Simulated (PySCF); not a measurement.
Isomers of C2H2O. All species are isolated molecules in the gas phase. Strings in code marks are SMILES.

Level of theory: B3LYP-D3(BJ)/def2-TZVP in PySCF. B3LYP has the VWN-RPA correlation part, as in Gaussian. 

```csv
species,HOMO (eV),LUMO (eV)
`C1=CO1`,-5.67,-0.67
`C#CO`,?,-0.03
`O=C=C`,-6.91,-1.23
```

### Question
What belongs in the gaps?

### Answer

- `C#CO`, HOMO (eV): -7.07
